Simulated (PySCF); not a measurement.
C₃H₆S, SMILES C=CSC, point group Cs.

Level: PBE0/pcSseg-1 in PySCF (density fitting, grid level 2); geometry and Hessian at that level, cubic constants and property derivatives from steps of ±0.6 along each species' dimensionless normal coordinates, second-order vibrational perturbation theory. The parent has the commonest isotopes.

Equilibrium geometry (Å):

```json
{"atom": "C1", "x": "-1.3906", "y": "0.2051", "z": "0.4678"}
{"atom": "C2", "x": "-1.0969", "y": "-0.5139", "z": "-0.6146"}
{"atom": "S3", "x": "0.4535", "y": "-0.7918", "z": "-1.3707"}
{"atom": "C4", "x": "1.5702", "y": "0.1455", "z": "-0.3131"}
{"atom": "H5", "x": "-0.6441", "y": "0.7413", "z": "1.0481"}
{"atom": "H6", "x": "-2.4217", "y": "0.2728", "z": "0.8054"}
{"atom": "H7", "x": "-1.8871", "y": "-1.0316", "z": "-1.1585"}
{"atom": "H8", "x": "1.3190", "y": "1.2111", "z": "-0.3162"}
{"atom": "H9", "x": "2.5731", "y": "0.0172", "z": "-0.7288"}
{"atom": "H10", "x": "1.5602", "y": "-0.2371", "z": "0.7127"}
```

Q: Give the equilibrium and ground-state rotational constants (MHz) of parent; ¹³C at 1.

A: 
```csv
species,Ae,Be,Ce,A0,B0,C0,Δ0 (u Å²),harmonic ZPE (cm⁻¹)
parent,10655,4736.4,3349.2,10635,4675.8,3315.4,-3.170,17860
¹³C at 1,10584,4593.3,3270.3,10563,4535.4,3237.4,-3.169,17821
```

Δ0 = Ic − Ia − Ib from the ground-state constants.

Q: How is the parent's vibrational correction B0 − Be made up?

A: 
```csv
axis,harmonic,Coriolis,cubic,total (MHz)
a,22.6,-23.5,-18.7,-19.6
b,8.98,-5.29,-64.2,-60.6
c,2.13,-1.57,-34.4,-33.8
```

Q: And its quartic centrifugal distortion constants from the harmonic force field?

A: Asymmetric top, A reduction, Ir representation: ΔJ = 2.31 kHz, ΔJK = -0.556 kHz, ΔK = 10.7 kHz, δJ = 0.786 kHz, δK = 5.23 kHz.

A mode lies under 250 cm⁻¹, where this perturbation treatment is rough. Internal rotors are held in one well.
